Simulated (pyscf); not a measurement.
**Four-centre exchange: H₃C–Si(CH₃)(OH)–OH + water (H₂O) -> methane (CH₄) + H₃C–Si(OH)(OH)–OH**

Gas phase, singlet surface, charge 0. Bonds broken: C1–Si2, O14–H15. Bonds formed: C1–H15, Si2–O14. PySCF, gas phase, ωB97X-D3(BJ)/def2-SVP geometries.

Transition state (Å):

```xyz
16

C     -0.0427     1.4447    -1.1217
Si    -0.5676     0.1809     0.6040
C     -2.0889     1.2674     0.8922
O     -1.3139    -1.2977     0.2689
O      0.2141     0.5139     2.0399
H      0.0528     2.3774    -0.5477
H      0.7395     1.4872    -1.9039
H     -1.0085     1.4169    -1.6441
H     -2.8084     1.2352     0.0579
H     -2.6006     0.9110     1.8029
H     -1.8158     2.3185     1.0701
H     -2.2622    -1.2869     0.4352
H      1.0696     0.0723     2.0886
O      1.0149    -0.6320    -0.0737
H      0.6283     0.3254    -0.7880
H      0.7855    -1.5037    -0.4268
```

One imaginary mode, 1319i cm⁻¹; descent along it reached the two sides named, in the forms told below.

```tsv
bond	change	reactant side (Å)	saddle	product side
C1–Si2	breaks	1.864	2.202	4.3
O14–H15	breaks	0.964	1.256	2.479
C1–H15	forms	3.6	1.347	1.099
Si2–O14	forms	3.2	1.904	1.663
```

Electronic energies relative to the separated reactants (kcal/mol):

```json
[
 {"level": "ωB97X-D3(BJ)/def2-TZVP", "barrier": "38.4", "reaction energy": "-29.6", "reverse barrier": "67.9"},
 {"level": "PBE/def2-TZVP", "barrier": "32.7", "reaction energy": "-29.2", "reverse barrier": "62.0"},
 {"level": "r²SCAN/def2-TZVP", "barrier": "33.3", "reaction energy": "-31.5", "reverse barrier": "64.9"},
 {"level": "B3LYP-D3(BJ)/def2-TZVP", "barrier": "38.5", "reaction energy": "-30.9", "reverse barrier": "69.4"},
 {"level": "PBE0-D3(BJ)/def2-TZVP", "barrier": "35.1", "reaction energy": "-29.1", "reverse barrier": "64.2"},
 {"level": "M06-2X/def2-TZVP", "barrier": "36.3", "reaction energy": "-32.5", "reverse barrier": "68.8"},
 {"level": "ωB97M-D3(BJ)/def2-TZVP", "barrier": "37.3", "reaction energy": "-30.4", "reverse barrier": "67.7"},
 {"level": "HF/def2-TZVP", "barrier": "61.0", "reaction energy": "-34.7", "reverse barrier": "95.7"}
]
```

With ωB97M-D3(BJ)/def2-TZVP energies and thermal terms (ideal gas, 1 atm, RRHO with modes under 100 cm⁻¹ raised to 100, one conformer, R ln 2 for chiral ones without a mode under 150 cm⁻¹), in kcal/mol:

```
T (K)   ΔH‡   ΔG‡     ΔH     ΔG
-----  ----  ----  -----  -----
298    36.4  49.7  -30.1  -29.0
600    36.2  63.3  -30.5  -27.7
900    36.7  76.8  -30.7  -26.2
1200   37.5  90.0  -30.8  -24.7
```

On the reactant side the descent ends in a bound adduct, 10.3 kcal/mol under the separated species and 48.7 kcal/mol under the saddle at ωB97X-D3(BJ)/def2-TZVP. One saddle was located; it need not be the lowest between these sides.
